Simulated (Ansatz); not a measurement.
A structure relaxed at PBE0-D4/def2-TZVP, charge 0, multiplicity 1:

```xyz
4

F     0.4769   -0.0724   -1.5199
Al   -0.0169    0.0023    0.0525
H     0.4340   -1.1734    0.9997
H    -0.8940    1.2436    0.4678
```

(1) Give its formula and SMILES.

(2) Point group (tolerance 0.08 Å, 0.16 Å for H)?

(3) Summarise the bond lengths by kind.

Answers

(1) AlFH2, `[F][AlH2]`.

(2) C2v.

(3) 1 × Al–F 1.650 Å; 2 × Al–H 1.576 Å.

Results of the Gaussian-basis code of Ansatz.
